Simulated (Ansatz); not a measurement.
# CHBN (quartet): the correlation ladder at a displaced geometry (v2), cc-pVDZ

How much of the correlation energy of CHBN (quartet) does each wave-function method recover here?

The runs use Ansatz 0.2.0, Gaussian basis; cc-pVDZ, core rule «outside noble gas», up to 3 orbitals frozen.

Plan: UHF; CCSD(T) on ROHF; CCSD(T) on UHF; BCCD(T) on ROHF; CISD; CCSDT(Q) on ROHF; CCSDT(Q) on UHF.

19 further runs of the same task are left out: 7 that didn't finish, 12 set aside as unsound or not needed.

### Step 1. What is computed

The geometry is a PBE0/def2-TZVP stationary point (not a proven minimum) with its atoms shifted at random (size 0.100 Å).

4 atoms, charge 0, spin multiplicity 4.

Atoms are counted from 1 here; the program's logs count them from 0.

Bond lengths: B1–N2 1.276 Å, B1–H4 1.194 Å, N2–C3 1.264 Å. Angles: N2–B1–H4 171.6°, B1–N2–C3 168.9°.

### Step 2. UHF

Contents of in.yaml:

```yaml
crystal:
  periodic: [false, false, false]
  atoms:
    - {symbol: B, position_ang: [0.064568, 0.023749, 0.650441]}
    - {symbol: N, position_ang: [-0.100306, 0.032123, -0.615265]}
    - {symbol: C, position_ang: [-0.023685, -0.000301, -1.876545]}
    - {symbol: H, position_ang: [0.059423, -0.055571, 1.841369]}
basis:
  gaussian: {orbitals: cc-pVDZ}
magnetization: {spin_polarized: true, initial_magnetization: 3}
hamiltonian: {xc: hf}
output: {orbitals: {seedname: orbitals}}
```

The run is started by

```console
$ ansatz run in.yaml --threads 1 --pin off --events-out ev --progress --plain --max-ram 2393MiB
```

Further steps of the session: CCSD(T) on ROHF; CCSD(T) on UHF; BCCD(T) on ROHF; CISD; CCSDT(Q) on ROHF; CCSDT(Q) on UHF.

Q: Predict the results of all the runs planned. Wanted: UCCSDT(Q) below the RHF energy; RMP2 from UCCSDT(Q); UMP2 from UCCSDT(Q); RCCSD from UCCSDT(Q); RCCSD(T) from UCCSDT(Q); UCCSD(T) from UCCSDT(Q); RCCSDT(Q) from UCCSDT(Q); T1 diagnostic.

As calculated:

```
                         quantity                      value
   UCCSDT(Q) below the RHF energy                 -9.3753 eV
              RMP2 from UCCSDT(Q)              +105.4 kJ/mol
              UMP2 from UCCSDT(Q)              +116.5 kJ/mol
             RCCSD from UCCSDT(Q)               +39.8 kJ/mol
          RCCSD(T) from UCCSDT(Q)                +5.8 kJ/mol
          UCCSD(T) from UCCSDT(Q)                +6.9 kJ/mol
         RCCSDT(Q) from UCCSDT(Q)                +0.4 kJ/mol
levels within 1 kcal/mol (43 meV)  RCCSDT, UCCSDT, RCCSDT(Q)
                    T1 diagnostic                      0.049
```

What this shows: RCCSD(T) lands +5.8 kJ/mol from the yardstick (0.6 % of the correlation energy). These misses are within one basis, not against nature; the frozen cores of restricted and unrestricted runs differ, which can shift their rows.
